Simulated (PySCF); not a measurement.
Compound: 2-methoxypropene, C4H8O.
SMILES with atom numbers: `[CH2:1]=[C:2]([CH3:3])[O:4][CH3:5]` (hydrogens: H6, H7 on C1; H8, H9, H10 on C3; H11, H12, H13 on C5)

The same species was optimised twice, with GFN2-xTB and with PBE0-D3(BJ)/def2-SVP (PySCF), and the same property calculations (PySCF, gas phase) were run on both structures.

| coordinate | GFN2-xTB | PBE0-D3(BJ)/def2-SVP | change |
| --- | --- | --- | --- |
| C1–H6 (Å) | 1.073 | 1.090 | +0.017 |
| C1=C2 (Å) | 1.327 | 1.343 | +0.016 |
| C1–H7 (Å) | 1.074 | 1.090 | +0.016 |
| C2–O4 (Å) | 1.366 | 1.351 | -0.015 |
| C3–H9 (Å) | 1.088 | 1.101 | +0.013 |
| C3–H10 (Å) | 1.088 | 1.101 | +0.013 |
| C3–H8 (Å) | 1.085 | 1.097 | +0.012 |
| C5–H13 (Å) | 1.095 | 1.105 | +0.010 |
| C5–H12 (Å) | 1.095 | 1.105 | +0.010 |
| C5–H11 (Å) | 1.089 | 1.098 | +0.009 |
| C2–C3 (Å) | 1.500 | 1.493 | -0.007 |
| O4–C5 (Å) | 1.405 | 1.399 | -0.006 |
| H6–C1–H7 (°) | 116.2 | 117.5 | +1.3 |
| O4–C5–H11 (°) | 106.0 | 107.0 | +1.0 |
| C1–C2–C3 (°) | 123.7 | 124.5 | +0.8 |
| C1–C2–O4 (°) | 126.0 | 125.3 | -0.7 |
| H9–C3–H10 (°) | 107.7 | 107.0 | -0.7 |
| C2–C1–H6 (°) | 120.1 | 119.4 | -0.7 |
| H12–C5–H13 (°) | 109.1 | 108.4 | -0.7 |
| C2–C3–H8 (°) | 110.8 | 111.4 | +0.6 |
| C1–C2–O4–C5 (°) | 0 | 0 | 0 |

Rotational constants: A = 9136, B = 4081, C = 2924 MHz (GFN2-xTB) against A = 9051, B = 4125, C = 2939 MHz (PBE0-D3(BJ)/def2-SVP). Point groups within 0.08 Å: Cs and Cs. Atoms that the bonding makes alike are paired by their places after alignment.

On the GFN2-xTB structure: lowest singlet, TDDFT (eV) 6.45 [CAM-B3LYP/def2-SVPD]; lowest triplet, Tamm–Dancoff (eV) 4.56 [CAM-B3LYP/def2-SVPD]; isotropic polarisability (au) 55.1 [CAM-B3LYP/def2-SVPD]; HOMO (eV) -7.97 [CAM-B3LYP/def2-SVPD]; LUMO (eV) 1.40 [CAM-B3LYP/def2-SVPD]; dipole (D) 0.60 [CAM-B3LYP/def2-SVPD]; HOMO (eV) -6.55 [PBE0/pcSseg-1]; LUMO (eV) 1.17 [PBE0/pcSseg-1]; dipole (D) 0.63 [PBE0/pcSseg-1]; GIAO shielding of C1 (ppm) 103.7 [PBE0/pcSseg-1]; GIAO shielding of C2 (ppm) 17.2 [PBE0/pcSseg-1]; GIAO shielding of C3 (ppm) 162.6 [PBE0/pcSseg-1]; GIAO shielding of O4 (ppm) 211.1 [PBE0/pcSseg-1]; GIAO shielding of C5 (ppm) 131.0 [PBE0/pcSseg-1].

Question: What do these properties become on the PBE0-D3(BJ)/def2-SVP structure?

Answer: 
| property | level | on GFN2-xTB | on PBE0-D3(BJ)/def2-SVP | change |
| --- | --- | --- | --- | --- |
| lowest singlet, TDDFT (eV) | CAM-B3LYP/def2-SVPD | 6.45 | 6.36 | -0.09 |
| lowest triplet, Tamm–Dancoff (eV) | CAM-B3LYP/def2-SVPD | 4.56 | 4.41 | -0.15 |
| isotropic polarisability (au) | CAM-B3LYP/def2-SVPD | 55.1 | 56.0 | +0.9 |
| HOMO (eV) | CAM-B3LYP/def2-SVPD | -7.97 | -7.89 | +0.08 |
| LUMO (eV) | CAM-B3LYP/def2-SVPD | 1.40 | 1.39 | -0.01 |
| dipole (D) | CAM-B3LYP/def2-SVPD | 0.60 | 0.56 | -0.04 |
| energy, GFN2-xTB geometry as zero (kcal/mol) | CAM-B3LYP/def2-SVPD | 0.0 | -0.5 | -0.5 |
| HOMO (eV) | PBE0/pcSseg-1 | -6.55 | -6.48 | +0.07 |
| LUMO (eV) | PBE0/pcSseg-1 | 1.17 | 1.08 | -0.09 |
| dipole (D) | PBE0/pcSseg-1 | 0.63 | 0.61 | -0.02 |
| energy, GFN2-xTB geometry as zero (kcal/mol) | PBE0/pcSseg-1 | 0.0 | -0.3 | -0.3 |
| GIAO shielding of C1 (ppm) | PBE0/pcSseg-1 | 103.7 | 101.3 | -2.4 |
| GIAO shielding of C2 (ppm) | PBE0/pcSseg-1 | 17.2 | 16.6 | -0.6 |
| GIAO shielding of C3 (ppm) | PBE0/pcSseg-1 | 162.6 | 161.2 | -1.4 |
| GIAO shielding of O4 (ppm) | PBE0/pcSseg-1 | 211.1 | 209.5 | -1.6 |
| GIAO shielding of C5 (ppm) | PBE0/pcSseg-1 | 131.0 | 130.1 | -0.9 |

The heavy atoms differ by 0.012 Å rms after alignment. Among all bonds C1=C2, C1–H6 and C1–H7 change most and about equally (+0.016 to +0.017 Å). Changes are differences of the printed values. Neither structure is proved a minimum here.

Conformer computed: `[CH2:1]=[C:2]([CH3:3])[O:4][CH3:5]`: C1–C2–O4–C5 0°.
